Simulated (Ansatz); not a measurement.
# HNSi: the cost of one run

Method: CCSD(T) on Hartree-Fock, Gaussian basis cc-pV(T+d)Z, in Ansatz 0.2.0.

## 1. Starting point

Bond lengths: Si1–N2 1.550 Å, N2–H3 1.000 Å. Angles: Si1–N2–H3 179.4°.

Coordinates:

```xyz
3

Si    0.0000    0.0000    0.0000
N     0.0000    0.0000    1.5500
H     0.0000    0.0100    2.5500
```

## 2. Relaxing the atoms: HNSi

File input.yaml:

```yaml
relax:
  f_tol: 0.001
  max_steps: 200
crystal:
  periodic: [false, false, false]
  atoms:
    - { symbol: Si, position_ang: [0.0, 0.0, 0.0] }
    - { symbol: "N", position_ang: [0.0, 0.0, 1.55] }
    - { symbol: H, position_ang: [0.0, 0.01, 2.55] }
basis:
  gaussian: { orbitals: "cc-pV(T+d)Z.json" }
hamiltonian:
  xc: hf
correlation:
  method: ccsd_t
```

On the command line:

```bash
> ansatz run input.yaml --threads 2 --pin off --max-ram 4096MiB --backend cpu --events-out ev --progress --plain --runs-dir out
```

What time and memory should one allow on 2 threads of Arm Neoverse N1, shared host?

About 35 s, with a peak of 0.3 GiB.
